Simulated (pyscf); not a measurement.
This saddle point was located with ωB97X-D3(BJ)/def2-SVP in PySCF.

```xyz
10

O     -0.2877     1.6509     0.6244
Zr    -1.5032    -0.1419     0.2633
Cl    -2.2767    -1.9098    -1.0843
Cl    -3.2883     1.3506    -0.1181
Cl    -1.3685    -1.0717     2.3979
H     -0.4937     2.5906     0.5648
N      0.4080    -0.1184    -0.7727
H      0.3694     1.1505    -0.1241
H      0.3837    -0.1854    -1.7916
H      1.1188    -0.7811    -0.4554
```

Surface: singlet, charge 0. Lowest wavenumbers (cm⁻¹): 804i, 39, 86, 114, 120.

Which two sides does it connect, and which bonds change?

HO–Zr(Cl)(Cl)–Cl + NH₃ ⇌ H₂O + H₂N–Zr(Cl)(Cl)–Cl, a four-centre exchange read from left to right: O–Zr, H–N broken and H–O, N–Zr formed. At ωB97M-D3(BJ)/def2-TZVP it lies +43.3 kJ/mol from the left side and -28.0 kJ/mol from the right (each side as separated species at their lowest minima found). On the reactant side the descent ends in an adduct with a N–Zr contact (not fully relaxed), 106.2 kJ/mol under the separated species and 138.5 kJ/mol under the saddle at ωB97X-D3(BJ)/def2-TZVP. On the product side the descent ends in an adduct with a O–Zr contact, 85.3 kJ/mol under the separated species and 49.0 kJ/mol under the saddle at ωB97X-D3(BJ)/def2-TZVP. At ωB97M-D3(BJ) the saddle lies under the separated products, which points to a path from their complex (located at ωB97X-D3(BJ) alone), and parting the products costs more than the saddle. What is counted as formed (N–Zr) is already present as a longer contact in the reactant adduct; forming that adduct is a step of its own. What is counted as broken (O–Zr) persists as a longer contact in the product adduct; parting that adduct is a step of its own. At ωB97X-D3(BJ)/def2-TZVP the barrier from the zero used here is 32.3 kJ/mol. One saddle was located; it need not be the lowest between these sides. Elements past Kr carry the def2 core potentials, without spin-orbit coupling.
